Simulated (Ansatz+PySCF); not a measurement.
The numbers below are computed, except where a source is named.
A run of Ansatz (development build ahead of 0.2.0) on doublet CH at this shape:

```xyz
2

C     0.0000    0.0000   -0.1938
H     0.0000    0.0000    1.1625
```

Its results:

| Item | Value |
| --- | --- |
| Converged | yes |
| Reference energy | -38.23006 hartree |
| Correlation energy | -0.05029 hartree |
| Total energy | -38.28034 hartree |
| Spin squared of the determinant | 0.750 |
| Occupied orbitals by symmetry in an Abelian subgroup (alpha; beta) | 3 A1 1 B1; 3 A1 |

(1) Which input gives this output? Name the method, the orbitals and the basis set, and write the input.

## Answers

(1) ROHF-MP2 in 6-31G.

```yaml
crystal:
  periodic: [false, false, false]
  atoms:
    - { symbol: C, position_ang: [0.0, 0.0, -0.19376] }
    - { symbol: H, position_ang: [0.0, 0.0, 1.16254] }
basis:
  gaussian: { orbitals: "6-31G" }
magnetization:
  initial_magnetization: 1
hamiltonian:
  xc: hf
correlation:
  method: mp2
  frozen_orbitals: { C: 1, H: 0 }
```
